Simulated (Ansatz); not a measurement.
Species: C2H2F, net charge 0, doublet state. SMILES: C=[C]F
Geometry: optimised at B3LYP-D3(BJ)/def2-TZVP (Ansatz, a program for electronic structure).

Wanted: atomisation energy, in kcal/mol. Conventions: atomisation electronic, to ground-state atoms; open shells spin-unrestricted; no dispersion term unless named; six Cartesian d functions in 6-31G* and its kin unless marked 5d; no spin-orbit coupling; non-relativistic. First-principles rows: single points at B3LYP-D3(BJ) geometries (Ansatz).

```
species  coefficient  E at B3LYP/6-31G* (Ansatz), Eh  E at PBE0/def2-TZVPD (Ansatz), Eh
-------  -----------  ------------------------------  ---------------------------------
C=[C]F            -1                      -177.13384                         -177.02332
C atom            +2                       -37.84628                          -37.80543
F atom            +1                       -99.71553                          -99.67703
H atom            +2                        -0.50027                           -0.50104
```

 1 Eh = 627.5095 kcal/mol.

**Question.** Compute it at each level from the table.

**Answer.** 
- B3LYP/6-31G*: the sum of coefficient times E is 0.72521 Eh, or 455.08 kcal/mol. Result: 455.1 kcal/mol.
- PBE0/def2-TZVPD: the sum of coefficient times E is 0.73335 Eh, or 460.18 kcal/mol. Result: 460.2 kcal/mol.
